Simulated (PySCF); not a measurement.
Stepwise substitution at one centre (B F-OH). All species are isolated molecules in the gas phase. One relaxed conformer stands for each flexible species; it need not be the lowest. Strings in code marks are SMILES.

Level of theory: r2SCAN-D4/def2-TZVP (PySCF). All candidates: neutral, multiplicity 1. Excitations are Tamm–Dancoff values on a coarser integration grid. The basis has no diffuse functions, so Rydberg states are missing or too high.

The T1 excitation (TDA) is 9.08 eV. The S1 excitation (TDA) is 9.56 eV and the HOMO is -9.33 eV.

Q: Say which member has these values.
A) `OB(F)F` (H–O–B–F torsion 180°)
B) `OB(O)F` (H–O–B–F torsion 0°, F–B–O–H torsion 0°)
C) `FB(F)F`
D) `OB(O)O`

A: A, `OB(F)F` (H–O–B–F torsion 180°). The others give `OB(O)F` (H–O–B–F torsion 0°, F–B–O–H torsion 0°): 8.30 eV, 8.65 eV, -8.31 eV; `FB(F)F`: 10.48 eV, 10.77 eV, -10.54 eV; `OB(O)O`: 7.62 eV, 7.84 eV, -7.82 eV
